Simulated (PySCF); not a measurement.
**Vibration and rotation of MgSi⁻**

UHF-CCSD(T) constants of MgSi⁻, ⁴Σ⁻ (quartet), unpaired electrons σ ↑, π ↑↑ (basis Mg aug-pcseg-1, Si aug-pcseg-1; no relativity; PySCF 2.14; masses 23.9850 and 27.9769 u):

| Item | Value |
| --- | --- |
| ωe | 188.0 cm⁻¹ |
| ωexe | 2.52 cm⁻¹ |
| Be | 0.16168 cm⁻¹ |
| αe | 0.00256 cm⁻¹ |
| D (centrifugal) | 4.78e-07 cm⁻¹ |
| De to Mg + Si⁻ | 0.61 eV |

Question: Give the vibrational terms G(v) and spacings up to v = 3.

Answer: G(v) = ωe(v+½) − ωexe(v+½)².

```
v  G(v) (cm⁻¹)  G(v) − G(v−1)  Bv (cm⁻¹)
0           93                    0.1604
1          276            183     0.1578
2          454            178     0.1553
3          627            173     0.1527
```

Question: How well does the Morse estimate ωe²/(4ωexe) reproduce De, and what is D0?

Answer: It gives 0.43 eV, 71 % of the computed De. D0 = De − G(0) = 0.61 − 0.01 = 0.60 eV.

Correlated steps freeze 6 core orbitals. Correlated levels converge slowly with the basis: in double zeta they bind strong bonds too weakly, by up to about 1 eV, and carry superposition errors of some tenths. For an ion De counts to the pair picked by the measured ionisation energies or electron affinities, which need not be the lowest pair at this level. The state is the lowest determinant that a PBE0 search found; another state may lie lower at other levels.
